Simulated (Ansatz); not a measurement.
Ansatz (a quantum-chemistry and plane-wave program) input (B3LYP-D3(BJ)/def2-TZVP):

Ansatz 0.2 input:
```yaml
crystal:
  periodic: [false, false, false]
  atoms:
    - {symbol: C, position_ang: [0.00042248, 1.36047193, 0.01053558]}
    - {symbol: S, position_ang: [0.00518969, -0.01120420, 1.19865537]}
    - {symbol: C, position_ang: [-0.00126705, -1.39053222, 0.01937653]}
    - {symbol: H, position_ang: [0.00084061, 2.27895356, 0.58739080]}
    - {symbol: H, position_ang: [0.89244265, 1.30874928, -0.60794663]}
    - {symbol: H, position_ang: [-0.89512386, 1.30621248, -0.60256559]}
    - {symbol: H, position_ang: [-0.00986963, -2.30538415, 0.60202015]}
    - {symbol: H, position_ang: [-0.89302492, -1.33454360, -0.59912700]}
    - {symbol: H, position_ang: [0.89434004, -1.34827504, -0.59441156]}
basis:
  gaussian:
    orbitals: def2-TZVP
hamiltonian:
  xc: b3lyp
  dispersion: d3bj
relax: {f_tol: 0.002, max_steps: 150}
```

Output:

```
Functional definition: B3LYP
integrals: 0.05 GiB planned
895 factors; their error is unknown
mean field: 0.48 GiB planned
mean field evaluation 1: about -13000.6636 eV, gradient 6.2e1 eV
mean field evaluation 2: about -12994.7078 eV, gradient 7.5e1 eV
mean field evaluation 4: about -13009.1597 eV, gradient 1.9e0 eV
mean field evaluation 8: about -13009.1712 eV, gradient 5.0e-2 eV
mean field -13009.17117875 eV, -478.0782228862 hartree, gradient 1.2e-5 eV, S^2 0.000000; 0 other end points of the search recorded, 0 dependent functions left out
the calculation of the forces begins
reference -13009.17141852 eV, -478.0782316974 hartree; 17, 17 occupied and 118, 118 virtual orbitals, 895 factors
relax step   1: F+E_penalty+E_count = -13009.44482280 eV  Δ(F+E_penalty+E_count) = +0.000e0 eV  max|allowed force component| = 3.368e-1 eV/Å  Δτ_max = 0.0000 Å  (26 SCF iters, accepted)
these checks for a lower state are left out or cut short: starts, cluster_reference, orbital_swaps, neighbouring_geometries, increment
integrals: 0.05 GiB planned
895 factors; their error is unknown
mean field: 0.48 GiB planned
mean field evaluation 16: about -13009.1761 eV, gradient 1.2e0 eV
mean field -13009.18163803 eV, -478.0786072574 hartree, gradient 1.9e-5 eV, S^2 0.000000; 0 other end points of the search recorded, 0 dependent functions left out
the calculation of the forces begins
reference -13009.18187884 eV, -478.0786161073 hartree; 17, 17 occupied and 118, 118 virtual orbitals, 895 factors
relax step   2: F+E_penalty+E_count = -13009.45388815 eV  Δ(F+E_penalty+E_count) = -9.065e-3 eV  max|allowed force component| = 1.457e-1 eV/Å  Δτ_max = 0.0304 Å  (30 SCF iters, accepted)
these checks for a lower state are left out or cut short: starts, cluster_reference, orbital_swaps, neighbouring_geometries, increment
integrals: 0.05 GiB planned
895 factors; their error is unknown
mean field: 0.48 GiB planned
mean field -13009.18298911 eV, -478.0786569087 hartree, gradient 1.9e-5 eV, S^2 0.000000; 0 other end points of the search recorded, 0 dependent functions left out
the calculation of the forces begins
reference -13009.18323046 eV, -478.0786657782 hartree; 17, 17 occupied and 118, 118 virtual orbitals, 895 factors
relax step   3: F+E_penalty+E_count = -13009.45473117 eV  Δ(F+E_penalty+E_count) = -8.430e-4 eV  max|allowed force component| = 5.841e-2 eV/Å  Δτ_max = 0.0130 Å  (30 SCF iters, accepted)
these checks for a lower state are left out or cut short: starts, cluster_reference, orbital_swaps, neighbouring_geometries, increment
integrals: 0.05 GiB planned
895 factors; their error is unknown
mean field: 0.48 GiB planned
mean field evaluation 32: about -13009.1829 eV, gradient 3.4e-1 eV
mean field -13009.18304923 eV, -478.0786591184 hartree, gradient 1.9e-5 eV, S^2 0.000000; 0 other end points of the search recorded, 0 dependent functions left out
the calculation of the forces begins
reference -13009.18329060 eV, -478.0786679885 hartree; 17, 17 occupied and 118, 118 virtual orbitals, 895 factors
relax step   4: F+E_penalty+E_count = -13009.45489332 eV  Δ(F+E_penalty+E_count) = -1.622e-4 eV  max|allowed force component| = 9.189e-3 eV/Å  Δτ_max = 0.0023 Å  (31 SCF iters, accepted)
these checks for a lower state are left out or cut short: starts, cluster_reference, orbital_swaps, neighbouring_geometries, increment
integrals: 0.05 GiB planned
895 factors; their error is unknown
mean field: 0.48 GiB planned
mean field -13009.18298248 eV, -478.0786566652 hartree, gradient 1.9e-5 eV, S^2 0.000000; 0 other end points of the search recorded, 0 dependent functions left out
the calculation of the forces begins
reference -13009.18322382 eV, -478.0786655342 hartree; 17, 17 occupied and 118, 118 virtual orbitals, 895 factors
relax step   5: F+E_penalty+E_count = -13009.45490408 eV  Δ(F+E_penalty+E_count) = -1.075e-5 eV  max|allowed force component| = 4.295e-3 eV/Å  Δτ_max = 0.0012 Å  (30 SCF iters, accepted)
these checks for a lower state are left out or cut short: starts, cluster_reference, orbital_swaps, neighbouring_geometries, increment
integrals: 0.05 GiB planned
895 factors; their error is unknown
mean field: 0.48 GiB planned
mean field -13009.18298061 eV, -478.0786565963 hartree, gradient 1.9e-5 eV, S^2 0.000000; 0 other end points of the search recorded, 0 dependent functions left out
the calculation of the forces begins
reference -13009.18322194 eV, -478.0786654652 hartree; 17, 17 occupied and 118, 118 virtual orbitals, 895 factors
relax step   6: F+E_penalty+E_count = -13009.45490439 eV  Δ(F+E_penalty+E_count) = -3.143e-7 eV  max|allowed force component| = 2.441e-3 eV/Å  Δτ_max = 0.0005 Å  (30 SCF iters, accepted)
these checks for a lower state are left out or cut short: starts, cluster_reference, orbital_swaps, neighbouring_geometries, increment
integrals: 0.05 GiB planned
895 factors; their error is unknown
mean field: 0.48 GiB planned
mean field -13009.18298810 eV, -478.0786568719 hartree, gradient 1.9e-5 eV, S^2 0.000000; 0 other end points of the search recorded, 0 dependent functions left out
the calculation of the forces begins
reference -13009.18322944 eV, -478.0786657409 hartree; 17, 17 occupied and 118, 118 virtual orbitals, 895 factors
relax step   7: F+E_penalty+E_count = -13009.45490496 eV  Δ(F+E_penalty+E_count) = -5.720e-7 eV  max|allowed force component| = 1.567e-4 eV/Å  Δτ_max = 0.0003 Å  (30 SCF iters, accepted)
integrals: 0.05 GiB planned
895 factors; their error is unknown
mean field: 0.48 GiB planned
mean field evaluation 64: about -13009.1830 eV, gradient 1.9e-5 eV
mean field -13009.18298810 eV, -478.0786568719 hartree, gradient 1.9e-5 eV, S^2 0.000000; 1 other end points of the search recorded, 0 dependent functions left out
the calculation of the forces begins
reference -13009.18322944 eV, -478.0786657409 hartree; 17, 17 occupied and 118, 118 virtual orbitals, 895 factors
Total energy: -13009.45514630 eV, -478.0886585012 hartree
Atom 0 at     0.001081     1.365544     0.015794 Å, force    -0.000003    -0.000005    -0.000154 eV/Å
Atom 1 at    -0.000242    -0.011255     1.192567 Å, force    -0.000003     0.000001    -0.000025 eV/Å
Atom 2 at    -0.002408    -1.395547     0.024619 Å, force    -0.000013     0.000003    -0.000157 eV/Å
Atom 3 at     0.002425     2.285939     0.598001 Å, force     0.000004     0.000044     0.000047 eV/Å
Atom 4 at     0.892485     1.343738    -0.612092 Å, force    -0.000022    -0.000010     0.000060 eV/Å
Atom 5 at    -0.890800     1.345958    -0.611488 Å, force     0.000029    -0.000000     0.000060 eV/Å
Atom 6 at    -0.003440    -2.312203     0.612697 Å, force     0.000011    -0.000044     0.000047 eV/Å
Atom 7 at    -0.894218    -1.377687    -0.602815 Å, force     0.000025    -0.000004     0.000060 eV/Å
Atom 8 at     0.889066    -1.380038    -0.603355 Å, force    -0.000027     0.000015     0.000062 eV/Å
Dipole moment:    -0.000118    -0.001031    -0.322497 e Å
```
